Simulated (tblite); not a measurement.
Compound: 2-ethyl-1-butene, C6H12.
Bonds: C1–C2 (double), C2–C3, C3–C4, C2–C5, C5–C6. Hydrogens: H7, H8 on C1; H9, H10 on C3; H11, H12, H13 on C4; H14, H15 on C5; H16, H17, H18 on C6.

Computed with GFN2-xTB (tblite), gas phase: Langevin dynamics at 300 K from the optimised GFN2-xTB geometry, time step 0.5 fs, friction 0.01 fs⁻¹, 2000 steps. The instantaneous temperature is 2·E(kin)/(3Nk) with all 3N coordinates.

| t (fs) | T (K) | E(pot) above start (eV) | C1=C2 (Å) | C2–C3 (Å) | C3–C4 (Å) | C2–C5 (Å) | C5–C6 (Å) | C1–H7 (Å) | C1–C2–C3–C4 (°) |
| --- | --- | --- | --- | --- | --- | --- | --- | --- | --- |
| 0 | 254 | 0.000 | 1.324 | 1.505 | 1.529 | 1.505 | 1.529 | 1.077 | 112 |
| 25 | 159 | 0.397 | 1.328 | 1.485 | 1.534 | 1.500 | 1.510 | 1.068 | 120 |
| 50 | 155 | 0.526 | 1.314 | 1.516 | 1.535 | 1.485 | 1.518 | 1.073 | 117 |
| 75 | 174 | 0.355 | 1.333 | 1.514 | 1.533 | 1.505 | 1.554 | 1.068 | 116 |
| 100 | 219 | 0.477 | 1.330 | 1.510 | 1.529 | 1.479 | 1.528 | 1.091 | 110 |
| 125 | 192 | 0.696 | 1.326 | 1.532 | 1.569 | 1.477 | 1.568 | 1.066 | 87 |
| 150 | 248 | 0.508 | 1.323 | 1.463 | 1.591 | 1.477 | 1.516 | 1.042 | 71 |
| 175 | 222 | 0.612 | 1.331 | 1.492 | 1.597 | 1.530 | 1.564 | 1.110 | 71 |
| 200 | 285 | 0.400 | 1.306 | 1.484 | 1.525 | 1.518 | 1.524 | 1.079 | 67 |
| 225 | 217 | 0.615 | 1.317 | 1.491 | 1.530 | 1.569 | 1.560 | 1.078 | 81 |
| 250 | 265 | 0.499 | 1.322 | 1.463 | 1.550 | 1.514 | 1.557 | 1.056 | 93 |
| 275 | 328 | 0.470 | 1.329 | 1.488 | 1.526 | 1.480 | 1.566 | 1.112 | 99 |
| 300 | 333 | 0.527 | 1.319 | 1.506 | 1.503 | 1.486 | 1.529 | 1.088 | 108 |
| 325 | 311 | 0.503 | 1.316 | 1.501 | 1.503 | 1.483 | 1.514 | 1.071 | 106 |
| 350 | 321 | 0.380 | 1.341 | 1.515 | 1.529 | 1.521 | 1.562 | 1.083 | 113 |
| 375 | 244 | 0.433 | 1.333 | 1.503 | 1.548 | 1.472 | 1.579 | 1.093 | 102 |
| 400 | 287 | 0.470 | 1.324 | 1.526 | 1.521 | 1.481 | 1.552 | 1.063 | 102 |
| 425 | 285 | 0.384 | 1.327 | 1.539 | 1.513 | 1.515 | 1.510 | 1.099 | 94 |
| 450 | 249 | 0.447 | 1.339 | 1.526 | 1.509 | 1.506 | 1.541 | 1.068 | 93 |
| 475 | 305 | 0.257 | 1.302 | 1.535 | 1.542 | 1.483 | 1.538 | 1.080 | 84 |
| 500 | 256 | 0.510 | 1.327 | 1.527 | 1.515 | 1.498 | 1.561 | 1.093 | 87 |
| 525 | 263 | 0.587 | 1.299 | 1.514 | 1.512 | 1.478 | 1.524 | 1.062 | 80 |
| 550 | 240 | 0.526 | 1.323 | 1.541 | 1.536 | 1.488 | 1.502 | 1.075 | 80 |
| 575 | 320 | 0.599 | 1.334 | 1.526 | 1.558 | 1.536 | 1.557 | 1.094 | 83 |
| 600 | 274 | 0.561 | 1.370 | 1.497 | 1.575 | 1.495 | 1.532 | 1.065 | 94 |
| 625 | 326 | 0.470 | 1.332 | 1.485 | 1.521 | 1.512 | 1.533 | 1.076 | 100 |
| 650 | 234 | 0.748 | 1.304 | 1.464 | 1.513 | 1.585 | 1.554 | 1.073 | 102 |
| 675 | 231 | 0.699 | 1.320 | 1.468 | 1.568 | 1.506 | 1.536 | 1.053 | 110 |
| 700 | 364 | 0.427 | 1.355 | 1.471 | 1.566 | 1.519 | 1.562 | 1.074 | 116 |
| 725 | 233 | 0.598 | 1.326 | 1.436 | 1.537 | 1.525 | 1.550 | 1.099 | 109 |
| 750 | 240 | 0.426 | 1.315 | 1.520 | 1.520 | 1.521 | 1.505 | 1.068 | 101 |
| 775 | 248 | 0.406 | 1.318 | 1.497 | 1.486 | 1.490 | 1.522 | 1.082 | 105 |
| 800 | 249 | 0.404 | 1.316 | 1.477 | 1.545 | 1.508 | 1.588 | 1.099 | 97 |
| 825 | 269 | 0.622 | 1.326 | 1.565 | 1.622 | 1.525 | 1.572 | 1.036 | 105 |
| 850 | 362 | 0.567 | 1.309 | 1.488 | 1.583 | 1.430 | 1.504 | 1.114 | 104 |
| 875 | 285 | 0.761 | 1.329 | 1.590 | 1.495 | 1.536 | 1.496 | 1.094 | 87 |
| 900 | 299 | 0.533 | 1.341 | 1.567 | 1.467 | 1.497 | 1.503 | 1.035 | 90 |
| 925 | 272 | 0.622 | 1.330 | 1.488 | 1.560 | 1.453 | 1.528 | 1.113 | 81 |
| 950 | 158 | 0.597 | 1.294 | 1.546 | 1.591 | 1.525 | 1.563 | 1.083 | 86 |
| 975 | 298 | 0.470 | 1.313 | 1.488 | 1.548 | 1.456 | 1.504 | 1.077 | 87 |
| 1000 | 285 | 0.744 | 1.380 | 1.572 | 1.468 | 1.500 | 1.532 | 1.075 | 99 |

Task: From 500 fs on, how do temperature and potential energy compare with equipartition?

Result: The mean temperature of these 21 frames is 272 K against the target 300 K, and the mean potential energy 0.57 eV against 48 × kT/2 = 0.62 eV for 48 classical harmonic modes. For 18 atoms in a canonical ensemble the temperature itself scatters by T·√(2/(3N)) = 58 K; here its standard deviation is 46 K. The whole run lasts only 10 friction times of 100 fs, so these averages carry a wide statistical error.

Task: What are the kinetic and total energies of the listed frame with the highest potential energy?

Result: The one at 875 fs, 0.761 eV above the start. Its kinetic energy is 3NkT/2 = 0.663 eV at 285 K, so the sum is 1.42 eV; over the listed frames the sum runs from 0.59 to 1.42 eV, since the thermostat adds and removes energy.

Task: How much do the listed bonds fluctuate from 500 fs on?

Result: 
| bond | at the start (Å) | mean (Å) | standard deviation (Å) |
| --- | --- | --- | --- |
| C1=C2 | 1.324 | 1.327 | 0.021 |
| C2–C3 | 1.505 | 1.511 | 0.040 |
| C3–C4 | 1.529 | 1.537 | 0.040 |
| C2–C5 | 1.505 | 1.504 | 0.033 |
| C5–C6 | 1.529 | 1.535 | 0.026 |
| C1–H7 | 1.077 | 1.078 | 0.021 |

The motion is classical and holds no zero-point motion.

The cost below is that of the whole dynamics run. The run took 8.1 s of wall time on one thread of an Arm Neoverse V2 (shared host), and the process peaked at 0.19 GiB of memory.
